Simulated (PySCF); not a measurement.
# Löwdin shares of the frontier orbitals

Species: 2-propanimine, C3H7N.
Cartesian coordinates in Å at the PBE0-D3(BJ)/def2-SVP level; atoms count from 1:
```
atom  x, y, z in Å
C1     1.3000   -0.5317   -0.1024
C2     0.1385    0.4084    0.0511
C3    -1.2275   -0.2255    0.0119
N4     0.3657    1.6508    0.2021
H5     1.2349   -1.0821   -1.0552
H6     1.3002   -1.2855    0.7019
H7     2.2403    0.0324   -0.0711
H8    -2.0253    0.5209    0.1344
H9    -1.3824   -0.7531   -0.9434
H10   -1.3268   -0.9816    0.8079
H11   -0.5195    2.1615    0.2937
```

The calculation used PySCF 2.14.0, density-fitted response routines, TDDFT PBE0/def2-SVPD, vertical, gas phase, core orbitals frozen in the response.

Frontier orbitals with the atoms that hold most of them (Löwdin shares over 4%, at most four atoms; ? is withheld):

```
orbital  ε (eV)                           atoms
 LUMO+2    1.66  C1 26%, H8 13%, H6 11%, H5 11%
 LUMO+1    0.58   C3 26%, C1 14%, C2 11%, H9 9%
   LUMO    0.09    C2 35%, N4 35%, C3 6%, C1 6%
   HOMO       ?                               ?
 HOMO-1   -8.54                               ?
 HOMO-2  -10.37  C1 27%, C3 22%, H7 13%, C2 13%
 HOMO-3  -10.95  C1 34%, N4 14%, C2 13%, H7 10%
```

Which atoms hold the HOMO, and with what shares?

N4 (bonded to C and H) 62%; C2 (bonded to 2 C and N) 12%; H11 (bonded to N) 9%; C3 (bonded to C and 3 H) 8%. By element: nitrogen 62%, carbon 20% or more, hydrogen 9% or more.

Give the leading atoms of the HOMO-1.

N4 (bonded to C and H) 47%; C2 (bonded to 2 C and N) 27%; C1 (bonded to C and 3 H) 7%; C3 (bonded to C and 3 H) 6%. By element: nitrogen 47%, carbon 40%.

What is the HOMO energy, and the HOMO–LUMO gap?

ε(HOMO) = -7.45 eV; the gap is 7.54 eV (0.2770 hartree).

How does S1 compare with the orbital gap of 7.54 eV?

S1 is at 5.53 eV (f = 0.0019), 2.00 eV below the gap, made of HOMO→LUMO (99%). Without the coupling terms of the response equations the lowest excitation would equal the gap.

Give energy, strength and leading configuration of S1, S2, S3 and S7, and follow the Löwdin shares of the leading atoms from the occupied to the empty orbital.

- S1 (5.53 eV, f 0.0019), HOMO→LUMO (99%): N4 62% → 35%, C2 12% → 35%
- S2 (6.89 eV, f 0.039), HOMO→LUMO+1 (97%): N4 62% → at most 9%, C2 12% → 11%, C3 8% → 26%, C1 at most 9% → 14%
- S3 (7.92 eV, f 0.0010), HOMO-1→LUMO+1 (97%): N4 47% → at most 9%, C2 27% → 11%, C3 6% → 26%, C1 7% → 14%
- S7 (8.64 eV, f 0.0001), HOMO-2→LUMO (93%): C1 27% → 6%, C3 22% → 6%, C2 13% → 35%, N4 at most 14% → 35%

Löwdin shares depend on the basis, the more so with diffuse functions.
